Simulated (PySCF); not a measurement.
Compound: C3H3FNO (doublet state).
Numbering: `[NH:1][C:2](=[O:3])/[CH:4]=[CH:5]/[F:6]` (hydrogens: H7 on N1; H8 on C4; H9 on C5)

Computed geometry: GFN2-xTB, gas phase. This method treats the open shell by occupation alone, without spin polarisation.

**Question.** Give the optimised bond lengths and angles.

**Answer.** 
| bond | length (bohr) | order |
| --- | --- | --- |
| N1–C2 | 2.455 | single |
| C2=O3 | 2.359 | double |
| C2–C4 | 2.760 | single |
| C4=C5 | 2.507 | double |
| C5–F6 | 2.510 | single |
| N1–H7 | 1.911 | single |
| C4–H8 | 2.037 | single |
| C5–H9 | 2.044 | single |

Orders are formal, as drawn. A selection of angles:
| angle | degrees |
| --- | --- |
| C2–N1–H7 | 118.4 |
| N1–C2–O3 | 114.8 |
| N1–C2–C4 | 119.4 |
| O3–C2–C4 | 125.8 |
| C2–C4–C5 | 120.5 |
| C2–C4–H8 | 116.8 |
| C5–C4–H8 | 122.7 |
| C4–C5–F6 | 122.1 |
| C4–C5–H9 | 125.0 |
| F6–C5–H9 | 112.9 |

Dihedral angles: N1–C2–C4–C5 180° (antiperiplanar); C2–C4–C5–F6 180° (antiperiplanar); H7–N1–C2–O3 0° (synperiplanar).

C4 (carbon bonded to 2 C and H) is planar (angles 122.7°, 120.5° and 116.8°, sum 360.0°, 0.00 Å off the plane of its three neighbours). C5 (carbon bonded to C, F and H) is planar (angles 125.0°, 122.1° and 112.9°, sum 360.0°, 0.00 Å off the plane of its three neighbours). The 2 C–C bonds span 1.327 Å (C4=C5, drawn double) to 1.461 Å (C2–C4, drawn single), a spread of 0.134 Å. The 6 heavy atoms lie in one plane (0.000 Å rms). Of the pairs four or more bonds apart, O3···H9 is among the closest relative to their van der Waals radii: 2.66 Å, 98 % of the sum of Bondi's values. C2 (carbon bonded to C, N and O) is planar (angles 125.8°, 119.4° and 114.8°, sum 360.0°, 0.00 Å off the plane of its three neighbours).

Point group: Cs (tolerance 0.08 Å). No frequency check. Torsions: H–N1–C2–O3 0°, N1–C2–C4–C5 180°.

One conformer stands for the species.
